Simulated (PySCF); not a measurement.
Saddle point of H3O2, doublet (HO₂ ([O][OH]) + H₂ → H₂O₂ ([OH][OH]) + H; bonds formed: H1–O3; bonds broken: H1–H2), PBE0-D4/def2-TZVP structure:

| atom | x (Å) | y (Å) | z (Å) |
| --- | --- | --- | --- |
| H1 | -0.1719 | -0.6681 | 0.5269 |
| H2 | 0.3741 | -1.2037 | 1.2675 |
| O3 | -0.6762 | -0.1677 | -0.2926 |
| O4 | -0.0758 | 1.0786 | -0.3868 |
| H5 | 0.5498 | 0.9609 | -1.1150 |

Energies are electronic, without zero-point energy. Barriers and step energies count from the start structure reached by relaxing down the imaginary mode; all methods use the PBE0-D4 structures, on which another method's saddle can fall below an end. Program: PySCF 2.14 with density fitting (its default auxiliary sets; JK sets also for MP2 and CCSD(T)). Basis: def2-TZVPP, with def2-QZVPP for the basis limit. Cores are frozen in the correlated methods; orbitals are unrestricted. B3LYP uses VWN-RPA correlation. Extrapolation: Hartree–Fock as exp(−7.88 √X), correlation as X^−2.97.

```json
{"method": "SPW92", "barrier (kcal/mol)": "8.82", "step energy (kcal/mol)": "14.52"}
{"method": "PBE-D4", "barrier (kcal/mol)": "17.92", "step energy (kcal/mol)": "18.56"}
{"method": "r2SCAN-D4", "barrier (kcal/mol)": "19.83", "step energy (kcal/mol)": "20.32"}
{"method": "PBE0-D4", "barrier (kcal/mol)": "?", "step energy (kcal/mol)": "17.75"}
{"method": "B3LYP-D4", "barrier (kcal/mol)": "?", "step energy (kcal/mol)": "21.31"}
{"method": "BHLYP-D4", "barrier (kcal/mol)": "27.51", "step energy (kcal/mol)": "21.06"}
{"method": "wB97M-V", "barrier (kcal/mol)": "25.48", "step energy (kcal/mol)": "18.15"}
{"method": "HF", "barrier (kcal/mol)": "38.55", "step energy (kcal/mol)": "20.50"}
{"method": "MP2", "barrier (kcal/mol)": "?", "step energy (kcal/mol)": "7.11"}
{"method": "CCSD", "barrier (kcal/mol)": "27.53", "step energy (kcal/mol)": "17.28"}
{"method": "CCSD(T)", "barrier (kcal/mol)": "25.91", "step energy (kcal/mol)": "16.51"}
```

**Question.** Fill in the withheld barriers. (Judge from chemistry; the value comes from the calculation.)

**Answer.** The calculation gives: B3LYP-D4 22.98; MP2 20.04; PBE0-D4 21.98 kcal/mol. Each is the energy of the saddle less that of the start structure, by the same method.

For comparison, the barrier by CCSD(T) at an estimated basis limit (MP2 extrapolated from triple and quadruple zeta, plus CCSD(T) − MP2 in triple zeta) is 23.87 kcal/mol.

The T1 diagnostic stays at or below 0.030. ⟨S²⟩ of the unrestricted Hartree–Fock references: 0.75 to 0.78 (a pure state has 0.75).

Labels in which every atom is bracketed show which atoms are joined, not bond orders.

For scale, one of the runs: CCSD(T)/def2-TZVPP, 104 basis functions, launched by `OMP_NUM_THREADS=4 python run.py`. The run took about 89 s on 4 CPU threads of a Oxide Virtual Turin-like (shared host).
